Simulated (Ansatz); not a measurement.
`C/C(O)=C\C=S` + H₂ → `C=C(C)O` + `C=S` at 700 K and 1 bar (hydrogenolysis of a C–C bond).

Computed with Ansatz on PBE0-D4/def2-TZVP structures; ΔE is electronic, products minus reactants. CBS: MP2 limit from def2 TZ/QZ plus the TZ coupled-cluster correction, frozen cores. This one scheme is used for every species. One conformer a species, not always the lowest.

| species | CCSD(T)/CBS energy (Eh) | H − E (kJ/mol) | S (J/(mol·K)) |
| --- | --- | --- | --- |
| `C/C(O)=C\C=S` | -628.73444 | 325.1 | 467.9 |
| H₂ | -1.17544 | 46.8 | 155.3 |
| `C=C(C)O` | -192.92321 | 283.8 | 380.0 |
| `C=S` | -436.98974 | 94.3 | 270.0 |

H − E and S are ideal-gas, rigid-rotor, harmonic terms from PBE0-D4/def2-TZVP, for one conformer and one mirror image of each species. The MP2-based limit puts H₂ 0.8 mEh under its directly extrapolated value; such offsets cancel only in part. 1 Eh = 2625.50 kJ/mol, R = 8.31446 J/(mol·K).

Question: By hand: ΔE, ΔH, ΔS and ΔG.

Answer: ΔE = (-192.92321) + (-436.98974) − (-628.73444) − (-1.17544) = -0.00307 Eh = -8.1 kJ/mol. Δ(H − E) = 283.8 + 94.3 − 325.1 − 46.8 = 6.2, so ΔH = -1.9 kJ/mol. ΔS = 380.0 + 270.0 − 467.9 − 155.3 = 26.8 J/(mol·K). ΔG = -1.9 − 700 × (26.8)/1000 = -20.7 kJ/mol.

Question: By hand: the equilibrium constant, and the temperature at which ΔG would vanish if ΔH and ΔS stayed fixed.

Answer: log₁₀ K = −ΔG/(RT ln 10) = 1.5. ΔH and −TΔS have one sign here, so there is no such temperature.

TΔS isn't small against ΔH here. A doubt of 5 kJ/mol in ΔE shifts log₁₀ K by 0.4 here. Other conformers and mirror images would add mixing entropy, several J/(mol·K) or more a flexible species. These are equilibria of isolated gas molecules and say nothing of rates. Largest T1 diagnostic: 0.017 (customary marks: 0.02 for closed shells, 0.045 for open ones).
